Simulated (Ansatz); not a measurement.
# C3H3NO: how energies converge with the basis set

An exercise on one series of results from a longer session: the logs are not shown, and one member is left open.

Computed with Ansatz 0.2.0, Gaussian basis. Level: one geometry, several basis sets.

Plan: PBE0-D4/def2-SVP; ωB97M-V/def2-SVP; PBE0-D4/def2-QZVPP; ωB97M-V/def2-QZVPP; the functionals' def2-TZVPP values are taken from earlier runs.

## Structure used throughout

All runs share one geometry, relaxed beforehand with PBE0-D4 in a triple-zeta def2 set.

SMILES `c1cocn1`, 8 atoms, charge 0, spin multiplicity 1.

Atoms are counted from 1 here; the program's logs count them from 0.

Bond lengths: C1–C2 1.348 Å, C1–N5 1.382 Å, C1–H6 1.078 Å, C2–O3 1.358 Å, C2–H7 1.076 Å, O3–C4 1.344 Å, C4–N5 1.285 Å, C4–H8 1.079 Å. Angles: C2–C1–N5 109.0°, C2–C1–H6 129.0°, N5–C1–H6 122.1°, C1–C2–O3 107.8°, C1–C2–H7 135.2°, O3–C2–H7 117.0°, C2–O3–C4 104.3°, O3–C4–N5 114.7°, O3–C4–H8 116.9°, N5–C4–H8 128.4°, C1–N5–C4 104.2°.

Set-up of the first run:

in.yaml

```yaml
crystal:
  periodic: [false, false, false]
  atoms:
    - {symbol: C, position_ang: [-0.061942, 0.929574, 0.395625]}
    - {symbol: C, position_ang: [1.003368, 0.196322, 0.014123]}
    - {symbol: O, position_ang: [0.543560, -0.990954, -0.459558]}
    - {symbol: C, position_ang: [-0.792246, -0.904460, -0.335214]}
    - {symbol: N, position_ang: [-1.214093, 0.202884, 0.162807]}
    - {symbol: H, position_ang: [-0.086252, 1.920907, 0.818189]}
    - {symbol: H, position_ang: [2.069063, 0.345234, 0.007288]}
    - {symbol: H, position_ang: [-1.369158, -1.756610, -0.659058]}
basis:
  gaussian: {orbitals: def2-SVP}
hamiltonian: {xc: pbe0, dispersion: d4}
output: {orbitals: {seedname: orbitals}}
```

Among the steps run: PBE0-D4 in def2-SVP; ωB97M-V in def2-SVP; PBE0-D4 in def2-QZVPP; ωB97M-V in def2-QZVPP.

One of the session's tables, all rows but one given; the rest of the session is left out.

It belongs to the step «Functionals by basis». 

| functional | basis | HOMO (eV) | LUMO (eV) |
| --- | --- | --- | --- |
| PBE0-D4 | def2-SVP | -7.38 | 0.02 |
| PBE0-D4 | def2-TZVPP | -7.36 | -0.14 |
| PBE0-D4 | def2-QZVPP | -7.39 | -0.22 |
| ωB97M-V | def2-SVP | ? | ? |
| ωB97M-V | def2-TZVPP | -9.56 | 2.06 |
| ωB97M-V | def2-QZVPP | -9.58 | 1.90 |

**Question.** Estimate the row for ωB97M-V, def2-SVP.

As computed: HOMO (eV): -9.57; LUMO (eV): 2.33. In the column «HOMO (eV)» it lies between ωB97M-V, def2-QZVPP (-9.58) and ωB97M-V, def2-TZVPP (-9.56).
